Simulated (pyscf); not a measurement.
A first-order saddle from PySCF, ωB97X-D3(BJ)/def2-SVP:

```xyz
9

Si    -1.1914    -0.3730     0.0669
Cl    -0.9117    -0.0610     2.1069
H      0.5986    -0.8189     0.0034
H     -2.5651     0.2366    -0.0390
H     -1.3966    -1.7288    -0.5034
N     -0.3279     0.8007    -1.1317
H      0.5163    -0.0294    -0.7896
H     -0.7313     0.9605    -2.0586
H     -0.0951     1.6995    -0.7032
```

Surface: singlet, charge 0. Lowest wavenumbers (cm⁻¹): 1511i, 111, 266, 497, 548.

Q: What reaction is this the transition state of?

A: `[SiH3][Cl]` + `[NH3]` ⇌ `[NH2][SiH2][Cl]` + `[H][H]`, a four-centre exchange read from left to right: H–Si, H–N broken and N–Si, H–H formed. At ωB97M-D3(BJ)/def2-TZVP it lies +40.1 kcal/mol from the left side and +51.0 kcal/mol from the right (each side as separated species at their lowest minima found). On the reactant side the descent ends in a complex, 7.7 kcal/mol under the separated species and 47.9 kcal/mol under the saddle at ωB97X-D3(BJ)/def2-TZVP. This is the saddle that the search found; another between the same sides may lie lower.
